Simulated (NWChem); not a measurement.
**C2H2 (acetylene) at 6 levels**

Aim: a comparison of 6 runs (HF/3-21G, HF/6-31+G*, B3LYP/6-31G*, PBE/def2-TZVPPD, MP2/def2-TZVPPD, CCSD(T)/def2-SVP) of C2H2 (acetylene). 

The results are computed with NWChem 7.3.0.

### Step 1. Starting point

The species is C2H2 (4 atoms), meant as a singlet with charge 0. SMILES: `C#C`. The shape is that of a PBE0-D4/def2-TZVP optimisation.

Bond lengths: C1–C2 1.197 Å, C1–H3 1.065 Å, C2–H4 1.065 Å. Angles: C1–C2–H4 180.0°, C2–C1–H3 180.0°.

### Step 2. Energy and gradient at HF/3-21G (run 1)

m1.nw reads:

```
start m1
title "C2H2"
memory total 2200 mb

geometry units angstrom noautosym nocenter noautoz
   C        0.155500      -0.542100       0.200400
   C       -0.155500       0.542100      -0.200400
   H        0.432200      -1.506500       0.556900
   H       -0.432200       1.506500      -0.556900
end

basis spherical bse
   C library 3-21G
   H library 3-21G
end

scf
   thresh 1e-08
   maxiter 80
end

task scf gradient
```

On the command line:

```console
$ nwchem m1.nw > m1.out
```

The program printed:

```text
[...]
  functions       =    22
[...]
  wavefunction    = RHF
[...]
         Total SCF energy =    -76.395451575048
      One-electron energy =   -151.181810841887
      Two-electron energy =     49.940952655871
 Nuclear repulsion energy =     24.845406610968
        Time for solution =      0.1s
[...]
                         RHF ENERGY GRADIENTS
    atom               coordinates                        gradient
                 x          y          z           x          y          z
   1 C       0.293852  -1.024420   0.378701    0.002873  -0.010038   0.003712
   2 C      -0.293852   1.024420  -0.378701   -0.002873   0.010038  -0.003712
   3 H       0.816740  -2.846872   1.052388    0.002952  -0.010280   0.003800
   4 H      -0.816740   2.846872  -1.052388   -0.002952   0.010280  -0.003800
[...]
```

It took 0.78 s on 1 thread of Intel Xeon Platinum 8259CL at 2.50GHz (Skylake/Cascade Lake), shared host; peak memory 0.1 GiB.

### Step 3. Energy and gradient at HF/6-31+G(d) (spherical functions) (run 2)

run.py reads:

```python
from ase import Atoms
from ase.calculators.nwchem import NWChem

atoms = Atoms('CCHH', positions=[
    [0.155500, -0.542100, 0.200400],
    [-0.155500, 0.542100, -0.200400],
    [0.432200, -1.506500, 0.556900],
    [-0.432200, 1.506500, -0.556900],
])

calc = NWChem(
    label='test',
    theory='scf',
    memory='2200 mb',
    basis='6-31+G*',
    basispar='spherical bse',
    scf={'nopen': '0', 'rhf': None, 'thresh': '1e-08', 'maxiter': '80', 'print': 'low'},
)
atoms.calc = calc

forces = atoms.get_forces()
e = atoms.get_potential_energy()
print(f"E = {e:.6f} eV")
print("forces (eV/A):")
for s, f in zip(atoms.symbols, forces):
    print(f"{s:2s} {f[0]:10.5f} {f[1]:10.5f} {f[2]:10.5f}")
```

On the command line:

```console
$ export ASE_NWCHEM_COMMAND="nwchem PREFIX.nwi > PREFIX.nwo"
$ python run.py
```

The program printed:

```text
E = -2090.442670 eV
forces (eV/A):
C    -0.18666    0.65167   -0.24096
C     0.18666   -0.65167    0.24096
H    -0.08330    0.29007   -0.10722
H     0.08330   -0.29007    0.10722
```

The calculator wrote test.nwi:

```
title "test"

permanent_dir test

scratch_dir test

start test

geometry units angstrom nocenter noautosym noautoz
  C  1.5550000000000000e-01 -5.4210000000000003e-01 2.0039999999999999e-01
  C  -1.5550000000000000e-01 5.4210000000000003e-01 -2.0039999999999999e-01
  H  4.3219999999999997e-01 -1.5065000000000000e+00 5.5689999999999995e-01
  H  -4.3219999999999997e-01 1.5065000000000000e+00 -5.5689999999999995e-01
end

memory 2200 mb

basis spherical bse noprint
   * library 6-31+G*
end

scf
  nopen 0
  rhf
  thresh 1e-08
  maxiter 80
  print low
end

task scf gradient
```

test.nwo:

```text
Northwest Computational Chemistry Package (NWChem) 7.3.0
             --------------------------------------------------------

           Job information
           ---------------

    nwchem branch   = 7.3.0
    use scalapack   = T
    input           = test.nwi
    prefix          = test.
    data base       = test/test.db
    status          = startup
    nproc           =        1

           Memory information
           ------------------

[... 5 lines left out ...]
    hardfail = no
[... 95 lines left out ...]
       Final RHF  results
[... 3 lines left out ...]
      One-electron energy =   -151.741556567956
[... 1 line left out ...]
 Nuclear repulsion energy =     24.845406610968
[... 1 line left out ...]
        Time for solution =      1.1s

                              NWChem Gradients Module
                              -----------------------

                         RHF ENERGY GRADIENTS

    atom               coordinates                        gradient
                 x          y          z           x          y          z
   1 C       0.293852  -1.024420   0.378701    0.003630  -0.012673   0.004686
   2 C      -0.293852   1.024420  -0.378701   -0.003630   0.012673  -0.004686
   3 H       0.816740  -2.846872   1.052388    0.001620  -0.005641   0.002085
   4 H      -0.816740   2.846872  -1.052388   -0.001620   0.005641  -0.002085

 Task  times  cpu:        1.4s     wall:        1.4s
 Total times  cpu:        1.4s     wall:        1.4s
```

It took 2.8 s on 1 thread of Intel Xeon Platinum 8259CL at 2.50GHz (Skylake/Cascade Lake), shared host; peak memory 0.1 GiB.

Runs 3 to 4 aren't shown in full; the table further down has their settings and results.

### Step 4. Energy and forces at MP2/def2-TZVPPD (run 5)

c2h2.xyz reads:

```xyz
4
C2H2 mp2
C      0.155500    -0.542100     0.200400
C     -0.155500     0.542100    -0.200400
H      0.432200    -1.506500     0.556900
H     -0.432200     1.506500    -0.556900
```

c2h2.nw reads:

```
START c2h2
TITLE "C2H2 mp2"
memory 2200 mb

GEOMETRY noautosym nocenter noautoz
  load format xyz c2h2.xyz
END

BASIS spherical bse
  C library def2-TZVPPD
  H library def2-TZVPPD
END

SCF
  singlet
  rhf
  thresh 1e-08
  maxiter 80
END

MP2
  freeze core 2
  tight
END

TASK mp2 gradient
```

On the command line:

```console
$ nwchem c2h2.nw > c2h2.out
```

The program printed:

```text
[...]
  functions       =   108
[...]
  wavefunction    = RHF
[...]
         Total SCF energy =    -76.852396630272
      One-electron energy =   -151.837775017331
      Two-electron energy =     50.139971776091
 Nuclear repulsion energy =     24.845406610968
        Time for solution =     20.0s
[...]
          Total MP2 energy           -77.161109100361
[...]
                         mp2 ENERGY GRADIENTS
    atom               coordinates                        gradient
                 x          y          z           x          y          z
   1 C       0.293852  -1.024420   0.378701   -0.008290   0.028888  -0.010679
   2 C      -0.293852   1.024420  -0.378701    0.008290  -0.028888   0.010679
   3 H       0.816740  -2.846872   1.052388    0.000597  -0.002075   0.000767
   4 H      -0.816740   2.846872  -1.052388   -0.000597   0.002075  -0.000767
[...]
```

It took 59 s on 1 thread of Intel Xeon Platinum 8259CL at 2.50GHz (Skylake/Cascade Lake), shared host; peak memory 0.25 GiB.

### Step 5. The energy at CCSD(T)/def2-SVP (run 6)

sp.nw reads:

```
START sp
TITLE "C2H2 energy"
memory total 2200 mb
GEOMETRY units angstroms noautosym nocenter noautoz
   C      0.155500    -0.542100     0.200400
   C     -0.155500     0.542100    -0.200400
   H      0.432200    -1.506500     0.556900
   H     -0.432200     1.506500    -0.556900
END
BASIS spherical bse
   * library def2-SVP
END
SCF
   thresh 1e-08
   maxiter 80
END
CCSD
   freeze core 2
   maxiter 60
END
TASK ccsd(t) energy
```

On the command line:

```console
$ nwchem sp.nw > sp.out
```

The program printed:

```text
[...]
  functions       =    38
[...]
  wavefunction    = RHF
[...]
         Total SCF energy =    -76.762448766996
      One-electron energy =   -151.684087553534
      Two-electron energy =     50.076232175569
 Nuclear repulsion energy =     24.845406610968
        Time for solution =      0.7s
[...]
 Total MP2 energy:            -77.017719169788720
[...]
             energy      energy      error      ampl     ampl      Block
                                                time     time      time
[...]
 Total CCSD energy:            -77.034560930179452
[...]
 Total CCSD+T(CCSD) energy:            -77.046109718682416
[...]
 Total CCSD(T) energy:                 -77.045554179729479
[...]
```

It took 5.7 s on 1 thread of Intel Xeon Platinum 8259CL at 2.50GHz (Skylake/Cascade Lake), shared host; peak memory 0.1 GiB.

### Step 6. All runs side by side

```csv
run,level,iteration cap,module,energy (Eh),dipole moment (D),HOMO energy (eV),LUMO energy (eV),wall time
1,HF/3-21G,80,scf,-76.395452,0.00,-11.15,6.07,0.78 s
2,HF/6-31+G* (spherical functions),80,scf,-76.822352,–,–,–,2.8 s
3,B3LYP/6-31G* (spherical functions),100,dft,-77.323662,0.00,-7.70,1.49,7.2 s
4,PBE/def2-TZVPPD,100,dft,-77.252201,0.00,-7.19,-0.29,21 s
5,MP2/def2-TZVPPD,80,mp2,-77.161109,0.00,-11.21,1.97,59 s
6,CCSD(T)/def2-SVP,80,ccsd(t),-77.045554,–,-11.21,5.40,5.7 s
```

### Step 7. Outcome

```
                                          quantity         value
                               run 6: total energy  -77.04555 Eh
        run 6: HOMO energy (Hartree–Fock orbitals)     -11.21 eV
        run 6: LUMO energy (Hartree–Fock orbitals)       5.40 eV
      run 6: HOMO–LUMO gap (Hartree–Fock orbitals)      16.61 eV
run 6: correlation energy (2 core orbitals frozen)    -283.1 mEh
                             run 6: (T) correction    -10.99 mEh
```

What this shows: Over runs 1, 3, 4 the HOMO–LUMO gap runs from 6.90 eV (PBE/def2-TZVPPD) to 17.22 eV (HF/3-21G). The two ends differ in method and basis. Totals of different functionals can't be ranked against each other. All runs together took 97 s, the longest 59 s.
